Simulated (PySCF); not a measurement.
# Nitrogen: a sound run and one with changed settings

Sound run: N [He] 2s2 2p3, N⁺ [He] 2s2 2p2. All numbers are calculated (PySCF 2.14, the spin-free X2C one-electron Hamiltonian (Gaussian nucleus), in cc-pVTZ-DK (4s3p2d1f, 30 functions)). The sound run starts from symmetry-adapted Hartree-Fock orbitals and uses a fine grid where one is needed.

A second run was set up differently.

```
species  method  sound run (hartree)  changed run (hartree)  converged
      N     UHF            -54.42989              -54.40937         no
      N    TPSS            -54.64046              -54.04415         no
      N  M06-2X            -54.61728              -54.26823         no
     N⁺     UHF            -53.91964              -53.91913         no
     N⁺    TPSS            -54.10227              -54.02118         no
     N⁺  M06-2X            -54.08248              -54.06696         no
```

Question: What was changed?
A. minimal basis
B. too few SCF iterations
C. level shift left on
D. basis contracted for another Hamiltonian

Answer: B. It used initial guess 1e, at most 2 SCF cycles. The SCF was stopped early; the energies are upper bounds that still move, and correlated levels were skipped or rest on poor orbitals.
